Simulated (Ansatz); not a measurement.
Two shapes of singlet CH₄O.

Shape 1:

```xyz
6

C     0.0000   -0.0296   -0.6489
O     0.0000   -0.0656    0.7479
H     0.0000   -1.0687   -1.0110
H    -0.8949    0.4658   -1.0751
H     0.8949    0.4658   -1.0751
H     0.0000    0.8400    1.0713
```

Shape 2:

```xyz
6

C     0.0000   -0.0273   -0.5970
O     0.0000   -0.0604    0.6881
H     0.0000   -0.9832   -0.9301
H    -0.8233    0.4285   -0.9891
H     0.8233    0.4285   -0.9891
H     0.0000    0.7728    0.9856
```

Basis set: cc-pVDZ (spherical functions). Frozen core: 2 orbitals. Charge 0, multiplicity 1.

Computed with Ansatz (development build ahead of 0.2.0); each method stands on the lowest determinant of its kind that the runs found.

Which shape is lower in energy, and by how much in each method?

```
 method  E(2) − E(1) (eV)
    RHF             0.837
RHF-MP2             1.103
```

Shape 1 is lower. Caution: no unrestricted run beside it, a lower state can exist.
